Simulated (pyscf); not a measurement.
HO–Si(OH)(OH)–F (SMILES O[Si](O)(O)F) + H• (SMILES [H]) -> H₂O (SMILES O) + HO–Si•(OH)–F (SMILES O[Si](O)F), a substitution at O (doublet surface; O–Si broken, H–O formed). Optimised with ωB97X-D3(BJ)/def2-SVP in PySCF. Energies in eV from the separated reactants.

AM1 to PM7: differences of heats of formation from MOPAC, which are fitted to 298 K values and so differ in kind from electronic energies by zero-point and thermal terms. Open shells are spin-unrestricted. 

### Question
In single points PM3 puts the saddle at -0.13 eV and the reaction energy at -0.06 eV. Should these be trusted to within a few kcal/mol? Compare with ωB97M-D3(BJ)/def2-TZVP.

### Answer
ωB97M-D3(BJ)/def2-TZVP gives ΔE‡ = 1.52 eV and ΔE = +0.84 eV. PM3 lies 1.65 eV under it in the barrier and 0.89 eV under it in the reaction energy, so on this step it does not hold to within 0.13 eV. At PM3 this geometry lies under one side, so its ΔE‡ may be no barrier of that level. ωB97M-D3(BJ)/def2-TZVP has limits of its own. On the product side the descent ends in a bound adduct (not fully relaxed), 0.35 eV under the separated species and 1.19 eV under the saddle at ωB97X-D3(BJ)/def2-TZVP. At ωB97X-D3(BJ)/def2-TZVP the barrier from the zero used here is 1.68 eV. This is the saddle that the search found; another between the same sides may lie lower. The angle at the attacked O is 140°.
